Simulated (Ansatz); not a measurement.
# C4H3ClS: a ladder of functionals and wavefunction methods

The task here is to estimate one member of a computed series from the others.

Method: functionals in def2-TZVPP, the program's frozen cores in correlated methods; program: Ansatz 0.2.0, Gaussian basis.

Levels to be run: LDA (SPW92), PBE-D4, revPBE-D4, BLYP-D4, r2SCAN-D4, B97M-V, PBE0-D4, B3LYP-D4, r2SCANh-D4, r2SCAN0-D4, HSE06-D4, BHLYP-D4, CAM-B3LYP-D4, LC-ωPBE, ωB97X-V, ωB97M-V, B2PLYP, PBE-QIDH; CCSD(T)/def2-SVP; CCSD(T)/def2-TZVPP; MP2/def2-QZVPP; extrapolation to the limit; RPA on PBE.

## The relaxed structure

An earlier PBE0-D4 in a triple-zeta def2 set relaxation fixed the geometry.

SMILES `Clc1ccsc1`, 9 atoms, charge 0, spin multiplicity 1.

Atoms are counted from 1 here; the program's logs count them from 0.

Bond lengths: Cl1–C2 1.717 Å, C2–C3 1.416 Å, C2–C6 1.362 Å, C3–C4 1.361 Å, C3–H7 1.081 Å, C4–S5 1.705 Å, C4–H8 1.079 Å, S5–C6 1.703 Å, C6–H9 1.078 Å. Angles: Cl1–C2–C3 122.7°, Cl1–C2–C6 123.6°, C3–C2–C6 113.7°, C2–C3–C4 111.5°, C2–C3–H7 123.7°, C4–C3–H7 124.8°, C3–C4–S5 111.8°, C3–C4–H8 128.0°, S5–C4–H8 120.2°, C4–S5–C6 92.5°, C2–C6–S5 110.5°, C2–C6–H9 128.0°, S5–C6–H9 121.5°.

The first run:

File in.yaml:

```yaml
crystal:
  periodic: [false, false, false]
  atoms:
    - {symbol: Cl, position_ang: [0.420050, 0.262629, 2.564066]}
    - {symbol: C, position_ang: [0.069751, 0.197943, 0.884276]}
    - {symbol: C, position_ang: [0.602120, -0.797067, 0.028340]}
    - {symbol: C, position_ang: [0.175849, -0.631075, -1.253822]}
    - {symbol: S, position_ang: [-0.856969, 0.716153, -1.408703]}
    - {symbol: C, position_ang: [-0.740208, 1.090359, 0.248971]}
    - {symbol: H, position_ang: [1.262989, -1.584562, 0.361414]}
    - {symbol: H, position_ang: [0.416470, -1.233147, -2.116392]}
    - {symbol: H, position_ang: [-1.261551, 1.932467, 0.674751]}
basis:
  gaussian: {orbitals: def2-TZVPP}
hamiltonian: {xc: lda}
output: {orbitals: {seedname: orbitals}}
```

Run with:

```console
$ ansatz run in.yaml --threads 4 --pin off --events-out ev --progress --plain --max-ram 10444MiB
```

Among the steps run: LDA; PBE-D4 (GGA); revPBE-D4 (GGA); BLYP-D4 (GGA); r2SCAN-D4 (meta-GGA); B97M-V (meta-GGA); PBE0-D4 (hybrid); B3LYP-D4 (hybrid); r2SCANh-D4 (hybrid); r2SCAN0-D4 (hybrid); HSE06-D4 (hybrid); BHLYP-D4 (hybrid); CAM-B3LYP-D4 (range-separated); LC-ωPBE (range-separated); ωB97X-V (range-separated); ωB97M-V (range-separated); B2PLYP (double hybrid); PBE-QIDH (double hybrid).

One table of the session follows, with a row left open; its other results are not shown here.

It belongs to the step «Frontier levels by functional». 

```
  functional  HOMO (eV)  gap (eV)
 LDA (SPW92)      -6.05      4.29
      PBE-D4      -5.87      4.32
   revPBE-D4      -5.80      4.34
     BLYP-D4      -5.68      4.29
   r2SCAN-D4      -6.07      4.65
      B97M-V      -6.07      4.72
     PBE0-D4          ?         ?
    B3LYP-D4      -6.71      5.82
  r2SCANh-D4      -6.47      5.37
  r2SCAN0-D4      -7.07      6.44
    HSE06-D4      -6.54      5.47
    BHLYP-D4      -7.82      8.11
CAM-B3LYP-D4      -8.16      8.55
     LC-ωPBE      -9.49     10.90
     ωB97X-V      -9.13     10.53
     ωB97M-V      -9.00     10.36
```

Q: Estimate the row for PBE0-D4 from the others.

**Answer.** HOMO (eV): -6.94; gap (eV): 6.24. In the column «HOMO (eV)» it lies between r2SCAN0-D4 (-7.07) and B3LYP-D4 (-6.71).
